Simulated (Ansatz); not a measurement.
# AlH2O (sextet): wave-function methods side by side, 6-31G

An exercise on one series of results from a longer session: the logs are not shown, and one member is left open.

Method: 6-31G, core rule «outside noble gas», up to 6 orbitals frozen; program: Ansatz 0.2.0, Gaussian basis.

Plan: UHF; CCSD(T) on ROHF; CCSD(T) on UHF; BCCD(T) on ROHF; CISD; CCSDT(Q) on ROHF; CCSDT(Q) on UHF; CCSDTQ on ROHF; CCSDTQ on UHF; Full CI.

17 further runs of the same task are left out: 12 for a known fault of the program, 5 set aside as unsound or not needed.

### What is computed

The geometry is a PBE0/def2-TZVP stationary point (not a proven minimum) of the parent state, kept for this charge and spin.

4 atoms, charge 0, spin multiplicity 6.

Atoms are counted from 1 here; the program's logs count them from 0.

Bond lengths: Al1–O2 1.747 Å, Al1–H3 1.777 Å, Al1–H4 1.777 Å. Angles: O2–Al1–H3 65.9°, O2–Al1–H4 65.9°, H3–Al1–H4 131.8°.

Set-up of the first run:

File in.yaml:

```yaml
crystal:
  periodic: [false, false, false]
  atoms:
    - {symbol: Al, position_ang: [0.000000, 0.000000, 0.653528]}
    - {symbol: O, position_ang: [0.000000, 0.000000, -1.093006]}
    - {symbol: H, position_ang: [0.000000, -1.622098, -0.072304]}
    - {symbol: H, position_ang: [0.000000, 1.622098, -0.072304]}
basis:
  gaussian: {orbitals: 6-31G}
magnetization: {spin_polarized: true, initial_magnetization: 5}
hamiltonian: {xc: hf}
output: {orbitals: {seedname: orbitals}}
```

On the command line:

```sh
$ ansatz run in.yaml --threads 1 --pin off --events-out ev --progress --plain --max-ram 4096MiB --backend cpu
```

Steps of the session up to this table: UHF; CCSD(T) on ROHF; CCSD(T) on UHF; BCCD(T) on ROHF; CISD; CCSDT(Q) on ROHF; CCSDT(Q) on UHF; CCSDTQ on ROHF; CCSDTQ on UHF; Full CI.

One of the session's tables, all rows but one given; the rest of the session is left out.

```
   method  from FCI (kJ/mol)
     ROHF                  ?
      UHF             +319.3
     RMP2              +52.0
     UMP2              +49.9
     CISD              +20.3
    RCCSD              +10.1
    UCCSD               +9.3
 RCCSD(T)               +2.5
 UCCSD(T)               +2.7
  BCCD(T)               +3.0
   RCCSDT               +0.8
   UCCSDT               +0.7
RCCSDT(Q)               +0.1
UCCSDT(Q)               -0.1
  RCCSDTQ                0.0
  UCCSDTQ               -0.1
      FCI                  0
```

Estimate the missing values for ROHF.

The run gave: from FCI (kJ/mol): +346.0. In the column «from FCI (kJ/mol)» it is the highest.

Some runs used a GPU and others CPU threads alone; cost is compared among the CPU runs only.

Among the levels timed on like hardware, those that no quicker one beats, quickest first: RCCSD(T) (1.2 s, +2.5 kJ/mol); UCCSDT(Q) (4.5 s, -0.1 kJ/mol); RCCSDT(Q) (5 s, +0.1 kJ/mol).

Limits of these values: The yardstick is full CI for this spin, exact in this basis with these frozen cores. Levels on UHF freeze UHF's core orbitals, full CI those of ROHF, so the U rows can settle a little off it for that reason alone. Restricted and unrestricted rows rest on different reference determinants; where their highest levels disagree by more than a few hundredths of an eV, they describe different states and don't form one ladder.
